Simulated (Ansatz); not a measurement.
Input file:

```yaml
crystal:
  periodic: [false, false, false]
  atoms:
    - {symbol: Al, position_ang: [0.000000, -0.146791, 1.990501]}
    - {symbol: Na, position_ang: [0.000000, 0.091401, -2.487597]}
    - {symbol: H, position_ang: [0.000000, 1.844717, 3.455063]}
basis:
  gaussian: {orbitals: cc-pVDZ}
magnetization: {spin_polarized: true, initial_magnetization: 1}
correlation: {method: ccsdt_q, electrons: outside_noble_gas}
```

```sh
$ ansatz run in.yaml --threads 1 --pin off --events-out ev --progress --plain --max-ram 2393MiB
```

Task: Roughly how long does this take on 1 thread of Arm Neoverse N1, shared host, and how much host memory?

Result: 22 s wall and 0.13 GiB.

```
748 factors; integrals over basis functions are off by at most 1.1e-7 eV
mean field evaluation 1: about -10999.3986 eV, gradient 6.4e0 eV
mean field evaluation 2: about -10999.4013 eV, gradient 6.4e0 eV
mean field evaluation 4: about -11000.3045 eV, gradient 6.4e-1 eV
mean field evaluation 8: about -11000.3229 eV, gradient 2.0e-1 eV
mean field evaluation 16: about -11000.3278 eV, gradient 7.7e-2 eV
mean field evaluation 32: about -11000.3045 eV, gradient 6.5e-1 eV
mean field evaluation 64: about -11000.3481 eV, gradient 2.0e-1 eV
mean field evaluation 96: about -11000.3497 eV, gradient 7.8e-2 eV
mean field evaluation 128: about -10996.8509 eV, gradient 6.1e0 eV
mean field evaluation 160: about -10999.4605 eV, gradient 3.3e-1 eV
...
mean field -11000.35462166 eV, -404.2555760379 hartree, gradient 2.8e-6 eV, S^2 0.981637; 22 other end points of the search recorded, 0 dependent functions left out
determinant -11000.35462166 eV, -404.2555760379 hartree, with singles and doubles -11002.49820969 eV, -404.3343514451 hartree
determinant -11000.34986490 eV, -404.2554012302 hartree, with singles and doubles -11002.49687548 eV, -404.3343024138 hartree
determinant -10999.67571842 eV, -404.2306268038 hartree, with singles and doubles -11001.13979082 eV, -404.2844304723 hartree
determinant -10999.63107863 eV, -404.2289863218 hartree, with singles and doubles -11001.09185493 eV, -404.2826688606 hartree
determinant -10999.51193876 eV, -404.2246080124 hartree, with singles and doubles -11000.93122413 eV, -404.2767657879 hartree
determinant -10999.47326779 eV, -404.2231868806 hartree, with singles and doubles -11000.86583641 eV, -404.2743628332 hartree
determinant -10999.38856637 eV, -404.2200741606 hartree, with singles and doubles -11001.53666138 eV, -404.2990151962 hartree
determinant -10998.73177454 eV, -404.1959375061 hartree, with singles and doubles -11000.98073531 eV, -404.2785852900 hartree
determinant -10998.63361513 eV, -404.1923302142 hartree, with singles and doubles -11001.03986690 eV, -404.2807583360 hartree
determinant -10998.61905585 eV, -404.1917951707 hartree, with singles and doubles -11000.09169824 eV, -404.2459137805 hartree
determinant -10998.32795447 eV, -404.1810973925 hartree, with singles and doubles -11000.38586520 eV, -404.2567242168 hartree
determinant -10997.89624701 eV, -404.1652324359 hartree, with singles and doubles -11000.04597966 eV, -404.2442336535 hartree
determinant -10997.70146105 eV, -404.1580741839 hartree, with singles and doubles -10999.14802611 eV, -404.2112344692 hartree
determinant -10997.70120538 eV, -404.1580647883 hartree, with singles and doubles -10999.25289464 eV, -404.2150883168 hartree
determinant -10997.49910756 eV, -404.1506378302 hartree, with singles and doubles -10999.56027566 eV, -404.2263843609 hartree
determinant -11000.35462166 eV, -404.2555760379 hartree, with singles and doubles -11002.50079055 eV, -404.3344462898 hartree
determinant -11000.34986490 eV, -404.2554012302 hartree, with singles and doubles -11002.50037803 eV, -404.3344311301 hartree
determinant -11000.32708021 eV, -404.2545639082 hartree, with singles and doubles -11002.50905382 eV, -404.3347499593 hartree
determinant -11000.32708021 eV, -404.2545639082 hartree, with singles and doubles -11002.50938845 eV, -404.3347622566 hartree
10 core orbitals not correlated: weight in the atoms' cores, before any rotation towards them, 1.000 or more for the frozen orbitals, at most 0.000 for the correlated occupied ones
reference -11000.32708021 eV, -404.2545639082 hartree; 3, 2 occupied and 28, 29 virtual orbitals, 748 factors
second order -1.46127605 eV of doubles, -0.00000000 eV of singles
...
cycle  17  -2.26421627 eV  change    1.1e-5 eV  update   2.0e-5
cycle  18  -2.26422015 eV  change   -3.9e-6 eV  update   1.2e-5
cycle  19  -2.26422826 eV  change   -8.1e-6 eV  update   7.0e-6
cycle  20  -2.26423336 eV  change   -5.1e-6 eV  update   4.5e-6
cycle  21  -2.26423336 eV  change   6.2e-10 eV  update   2.9e-6
cycle  22  -2.26423234 eV  change    1.0e-6 eV  update   2.1e-6
cycle  23  -2.26423113 eV  change    1.2e-6 eV  update   1.5e-6
cycle  24  -2.26423101 eV  change    1.2e-7 eV  update   1.0e-6
cycle  25  -2.26423138 eV  change   -3.7e-7 eV  update   7.0e-7
cycle  26  -2.26423158 eV  change   -2.1e-7 eV  update   5.1e-7
perturbative correction -0.00197107 eV, -0.0000724354 hartree
Total energy: -11002.59328286 eV, -404.3378453195 hartree
```

For the same geometry and basis full CI lies 0.6 meV higher.
